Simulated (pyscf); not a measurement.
H₃Si–Si(SiH₃)=Si(SiH₃)–SiH₃ + H₂ → H₃Si–SiH(SiH₃)–SiH(SiH₃)–SiH₃ (addition across a multiple bond or ene-type step; singlet surface; H–H broken, H–Si, H–Si formed). Single points on ωB97X-D3(BJ)/def2-SVP structures (PySCF, gas phase). Energies in kcal/mol from the separated reactants.

```csv
level,barrier,reaction energy
ωB97X-D3(BJ)/def2-TZVP,27.8,-43.4
PBE/def2-TZVP,23.4,-36.7
r²SCAN/def2-TZVP,…,-40.0
B3LYP-D3(BJ)/def2-TZVP,28.1,-40.0
M06-2X/def2-TZVP,26.5,-41.5
ωB97M-D3(BJ)/def2-TZVP,…,…
```

Task: Fill in the missing entries.

Result: 
- r²SCAN/def2-TZVP, barrier: 24.8
- ωB97M-D3(BJ)/def2-TZVP, barrier: 24.2
- ωB97M-D3(BJ)/def2-TZVP, reaction energy: -43.9

The functionals in the table span 4.7 kcal/mol in this barrier, from PBE to B3LYP-D3(BJ). At the saddle there is also a short H–Si contact that neither side keeps. H₃Si–Si(SiH₃)=Si(SiH₃)–SiH₃ lies 24.1 kcal/mol over its isomer cyclic H₁₂Si₆ (SMILES [SiH3][SiH2][SiH]1[SiH2][SiH2][SiH2]1), and others may lie lower still (electronic energy, ωB97M-D3(BJ)). This is the saddle that the search found; another between the same sides may lie lower.
